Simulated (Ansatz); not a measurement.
Two structures of NH$_{4}$S, doublet, reached by relaxing down either side of one saddle point (PBE0-D4/def2-TZVP). Energies are electronic, without zero-point energy. Computed with Ansatz 0.2.0 (basis: def2-TZVPP and def2-QZVPP); correlated methods freeze the cores; orbitals are unrestricted. Extrapolation: Hartree–Fock as exp(−7.88 √X), correlation as X^−2.97. First:

```tsv
atom	x (Å)	y (Å)	z (Å)
H1	0.8059	-0.2984	-0.1176
S2	2.0458	-0.8317	-0.0677
N3	-1.2154	0.5860	-0.2869
H4	1.9327	-1.1321	1.2342
H5	-1.4424	1.5582	-0.5208
H6	-2.1266	0.1181	-0.2413
```

Second:

```tsv
atom	x (Å)	y (Å)	z (Å)
H1	-0.3895	-0.2076	-1.1444
S2	1.7456	-0.0955	0.4187
N3	-0.9585	0.3338	-0.5085
H4	1.2545	-1.0769	1.1951
H5	-0.5227	1.2223	-0.3068
H6	-1.1294	-0.1760	0.3459
```

(1) Which bonds change from the first to the second?

(2) Give the saddle point's structure and its height above each. (An estimate is asked for; the value comes from the calculation.)

No T1 diagnostic of these runs exceeds 0.018. ⟨S²⟩ of the unrestricted Hartree–Fock references: 0.76 to 0.77 (a pure state has 0.75).

## Answers

(1) H₂S + NH₂ → NH₃ + HS; bonds formed: H1–N3; bonds broken: H1–S2.

(2) The calculation gives: 0.158 eV above the first and 0.910 eV above the second (CCSD(T) at an estimated basis limit (MP2 extrapolated from triple and quadruple zeta, plus CCSD(T) − MP2 in triple zeta)).
H1  (0.475, -0.206, -0.463)
S2  (1.714, -0.227, 0.209)
N3  (-1.045, 0.295, -0.565)
H4  (1.320, -1.219, 1.022)
H5  (-0.977, 1.316, -0.527)
H6  (-1.487, 0.041, 0.324)
(Å)

For scale, one of the runs: CCSD(T)/def2-TZVPP, 129 basis functions (an equivalent command: `ansatz run in.yaml --threads 2`). Hardware: 2 CPU threads, shared host. Wall time 15 s; peak host memory 1.4 GiB.
